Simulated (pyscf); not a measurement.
`[CH3][SiH][SiH3]` [doublet] + `[H][H]` -> `[CH3][SiH2][SiH3]` + `[H]` [doublet] (hydrogen abstraction; doublet surface; H–H broken, H–Si formed). Optimised with ωB97X-D3(BJ)/def2-SVP in PySCF. Energies in kcal/mol from the separated reactants.

```tsv
level	barrier	reaction energy
PBE/def2-TZVP	(withheld)	+16.4
r²SCAN/def2-TZVP	(withheld)	(withheld)
B3LYP-D3(BJ)/def2-TZVP	16.9	+17.4
M06-2X/def2-TZVP	21.1	+16.6
ωB97M-D3(BJ)/def2-TZVP	17.7	+13.8
HF/def2-TZVP	20.5	+8.9
```

### Question
What belongs in the gaps?

### Answer

- PBE/def2-TZVP, barrier: 16.0
- r²SCAN/def2-TZVP, barrier: 16.2
- r²SCAN/def2-TZVP, reaction energy: +17.9

At PBE, r²SCAN, B3LYP-D3(BJ) this geometry lies under the product side: in single points on another level's saddle the reverse barrier vanishes, and the forward threshold there is about the reaction energy. This is the saddle that the search found; another between the same sides may lie lower. The angle at the transferred H is 174°.
